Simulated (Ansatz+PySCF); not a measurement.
The numbers below are computed, except where a source is named.
Input for Ansatz (development build ahead of 0.2.0):

```yaml
crystal:
  periodic: [false, false, false]
  atoms:
    - { symbol: Li, position_ang: [0.0, 0.0, 0.0] }
    - { symbol: F, position_ang: [0.7569, 1.0092, 2.18497] }
basis:
  gaussian: { orbitals: STO-3G }
total_charge: -1
magnetization:
  initial_magnetization: 1
hamiltonian:
  xc: hf
correlation:
  method: fci
  frozen_orbitals: { F: 1, Li: 0 }
```

The input is written out in the form of the current development build from the run's settings.

Results

```
Converged    : yes
Total energy : -105.25508 hartree
State        : lowest doublet root, of any spatial symmetry
```

Caution: no diffuse functions for an anion.
